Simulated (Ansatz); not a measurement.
**SnH3, doublet in def2-TZVPD: errors against UCCSDT(Q)**

Geometry: that of the SnH3⁻, triplet, kept fixed.

```xyz
4

Sn    0.0000   -0.0123    0.0000
H     0.0000   -0.1535   -1.9014
H     0.0000    1.7590    0.0000
H     0.0000   -0.1535    1.9014
```

Basis def2-TZVPD with its core potentials; Ansatz 0.2.0. Correlated methods freeze the noble-gas cores and the filled d shells of p-block atoms, which leaves 7 electrons in 74 orbitals. R marks a restricted (for open shells ROHF) determinant, U an unrestricted one. Active spaces: valence = (7e, 7o) chosen from the atoms' valence shells. No spin–orbit coupling is included; scalar relativity enters through the core potentials alone.

Full CI isn't at hand for all of this; UCCSDT(Q) serves as the reference, and is uncertain by about the last step of the cluster series. The frozen core follows each run's orbitals, which can shift R against U totals by a few meV for light atoms and by up to 0.1 eV past Ca.

Unrestricted rows (U) aren't spin-pure: their determinants' ⟨S²⟩ exceeds S(S+1) by up to 0.13, so they mix in states of higher spin.

```
UHF ⟨S²⟩                          : 0.884
T1 diagnostic (RCCSD)             : 0.0267
largest doubles amplitude (RCCSD) : 0.117
T1 diagnostic (UCCSD)             : 0.0420
```

Question: From what is known of these methods and the diagnostics, rank them by the size of their error in total energy against UCCSDT(Q) in def2-TZVPD, smallest first (an estimate: the text doesn't fix the numbers).
A. UCCSD(T)
B. UMP2
C. UCCSD
D. UHF
E. UCCSDT

Answer: E (0.12 kcal/mol), A (0.85 kcal/mol), C (3.56 kcal/mol), B (24.50 kcal/mol), D (87.99 kcal/mol).

All errors are against UCCSDT(Q) in def2-TZVPD. Within each family the higher level lies nearer, as is usual though not guaranteed.

Natural occupations of CASSCF (valence space) about the gap: 1.972 1.928 1.913 1.000 0.120 0.035 0.032; effectively unpaired electrons, Σ n²(2−n)², 1.11.
